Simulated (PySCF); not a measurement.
## HBGe, triplet: vertical spin and charge gaps

Geometry (PBE0/def2-TZVP stationary point for this spin, not checked as a minimum):

```xyz
3

Ge    0.0000    0.0000    1.6897
B     0.0000    0.0000   -0.2506
H     0.0000    0.0000   -1.4391
```

Basis 6-31G (Cartesian d functions); PySCF 2.14.0. Correlated methods freeze the noble-gas cores and the filled d shells of p-block atoms. Prefix R: restricted or restricted open-shell reference. No spin–orbit coupling is included, and no scalar relativity.

Gaps are energies of the second state less the first, at fixed atoms, for a selection of the levels run; mean-field and cluster levels share one orbital occupation for each state, and full CI takes the lowest of the symmetries tried.

PBE gives 9.275 eV for removing an electron, to the quartet. Estimate what RCCSDT gives in 6-31G.

RCCSDT in 6-31G gives 8.516 eV, so against it PBE is off by 0.759 eV, of which a good part can be the reference's own basis and frozen-core error.

```json
{"level": "RHF", "gap (eV)": "8.142", "error (meV)": "-374"}
{"level": "RMP2", "gap (eV)": "8.511", "error (meV)": "-5"}
{"level": "RCCSD", "gap (eV)": "8.511", "error (meV)": "-5"}
{"level": "RCCSD(T)", "gap (eV)": "8.517", "error (meV)": "1"}
{"level": "r2SCAN", "gap (eV)": "9.222", "error (meV)": "706"}
{"level": "PBE0", "gap (eV)": "9.310", "error (meV)": "794"}
{"level": "B3LYP", "gap (eV)": "9.457", "error (meV)": "941"}
{"level": "wB97M-V", "gap (eV)": "9.381", "error (meV)": "865"}
{"level": "B2PLYP", "gap (eV)": "9.103", "error (meV)": "587"}
```

Removing an electron, to the doublet: 8.090 eV at RCCSDT.

```csv
level,gap (eV),error (meV)
RHF,7.776,-314
RMP2,8.139,49
RCCSD,8.054,-36
RCCSD(T),8.086,-4
PBE,8.702,612
r2SCAN,8.842,752
PBE0,8.672,582
B3LYP,8.562,472
wB97M-V,8.404,314
B2PLYP,8.351,261
```

Quintet less triplet: 3.176 eV at RCCSDT.

```tsv
level	gap (eV)	error (meV)
RHF	2.480	-696
RMP2	3.107	-69
RCCSD	3.133	-43
RCCSD(T)	3.169	-7
PBE	3.565	389
r2SCAN	3.338	162
PBE0	3.435	259
B3LYP	3.730	554
wB97M-V	3.673	497
B2PLYP	3.571	395
```

In so small a basis the reference is far from its limit while semilocal and hybrid functionals are nearer theirs (RPA and double hybrids share part of the reference's basis error), so the functionals' errors here hold much of the reference's basis and frozen-core error, which can add to them or hide them. The set has no polarisation functions, which weighs most on the reference.

Full CI isn't at hand for all of this; RCCSDT serves as the reference. It lacks quadruple excitations.
